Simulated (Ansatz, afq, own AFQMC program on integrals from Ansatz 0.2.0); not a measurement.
# Where AFQMC and coupled cluster stand for CH2N, doublet

```xyz
4

N     0.0000    0.0000    0.4480
C     0.0000    0.0000   -0.6910
H     0.0000    0.8569    1.0042
H     0.0000   -0.8569    1.0042
```

Connectivity, by distances: NH2–C.

Basis cc-pVDZ. Only valence electrons are correlated. Integrals, coupled cluster, full CI and functionals: Ansatz 0.2.0; the random walks run on the same integrals in our own AFQMC program. ph-AFQMC/CISD is guided by a CISD state made of CCSD amplitudes; releasing the constraint for a short imaginary time cuts its bias at the price of noise, slowly where states lie close. Free AFQMC starts from the CCSD state and is never constrained. Its projection time is finite, and what remains of the start isn't in its error. ± is one standard error of the sampling.

Determinant: UHF, the one that the program's search chose, which needn't be the lowest solution. The geometry is a point of a scan.

No full CI on the walks' own integrals is used here; CCSDT(Q) serves as the reference and is uncertain by about the last step of the cluster series.

- T1 diagnostic: 0.0157
- weight of the determinant in the CISD state: 0.900
- ⟨S²⟩ of the determinant: 0.765
- size of the correlated space: 11 electrons in 36 orbitals

Reference: CCSDT(Q), correlation energy -7.839 eV. The released energy is read at 2.40 1/Eh (meV from the phaseless value at times in 1/Eh: -5 ± 15 at 0.24, 5 ± 11 at 0.51, -3 ± 13 at 0.99, -3 ± 14 at 1.62, -4 ± 17 at 2.40).

```json
{"level": "HF", "E − E(reference) (kJ/mol)": "756.3", "share of correlation (%)": "0.00"}
{"level": "MP2", "E − E(reference) (kJ/mol)": "89.4", "share of correlation (%)": "88.18"}
{"level": "CCSD", "E − E(reference) (kJ/mol)": "23.4", "share of correlation (%)": "96.91"}
{"level": "CCSD(T)", "E − E(reference) (kJ/mol)": "3.1", "share of correlation (%)": "99.59"}
{"level": "CCSDT", "E − E(reference) (kJ/mol)": "1.4", "share of correlation (%)": "99.81"}
{"level": "ph-AFQMC/CISD", "E − E(reference) (kJ/mol)": "-0.1 ± 1.0", "share of correlation (%)": "100.02"}
{"level": "released AFQMC", "E − E(reference) (kJ/mol)": "-0.5 ± 1.7", "share of correlation (%)": "100.06"}
{"level": "free AFQMC", "E − E(reference) (kJ/mol)": "0.7 ± 1.5", "share of correlation (%)": "99.90"}
```

Free projections are given only where their last times agree within the noise and don't stop above the reference; a slow remainder of the start can still hide under it. A walk keeps the symmetry of its determinant, which the program's search chose and which needn't be the lowest solution, so a lower state of the same spin and another symmetry isn't excluded. Released energies are given only where the last usable release times agree within the noise; a slower fall can still hide under it.
